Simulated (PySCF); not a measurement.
**What binds to dinitrogen, and how strongly**

Gas-phase complexes of dinitrogen, each in one structure from a short search with a few starts, optimised by PBE0-D3(BJ)/def2-SVPD or PBE0-D3(BJ)/def2-TZVPD; other ways of binding may lie lower. Energies in kcal/mol, wB97M-D3(BJ)/def2-TZVPD, counterpoise-corrected (PySCF): interaction is complex less parts frozen as they stand in it, binding adds what it costs to deform them. Contacts are written partner···dinitrogen; electrostatic, Pauli and orbital are terms of the uncorrected same energy, whose rest is dispersion or correlation.

6 other partners are left out, for which the search missed the form known or expected to bind best.

Frequency runs check only 3 of the 6 structures; these show no clear imaginary mode. 1 further partner within 0.25 kcal/mol of a listed one is not ranked.

Task: Order these partners of dinitrogen by binding energy, strongest first: arsenic trifluoride, methylammonium, aluminium trifluoride, BeF2, carbon disulfide, methane.

Result: aluminium trifluoride (-9.2), methylammonium (-5.0), BeF2 (-2.6), arsenic trifluoride (-1.2), carbon disulfide (-0.8), methane (-0.3).
```csv
partner,contact,distance (Å),binding,interaction,electrostatic,Pauli,orbital
aluminium trifluoride,Al···N,2.16,-9.2,-11.2,-17.0,24.0,-17.2
methylammonium,H···N,2.00,-5.0,-5.1,-4.4,5.9,-5.7
BeF2,Be···N,2.01,-2.6,-6.0,-13.7,20.6,-12.7
arsenic trifluoride,As···N,3.18,-1.2,-1.2,-2.3,2.8,-1.0
carbon disulfide,S···N,3.86,-0.8,-0.8,-0.3,0.5,-0.1
methane,H···N,3.06,-0.3,-0.3,-0.1,0.2,-0.1
```
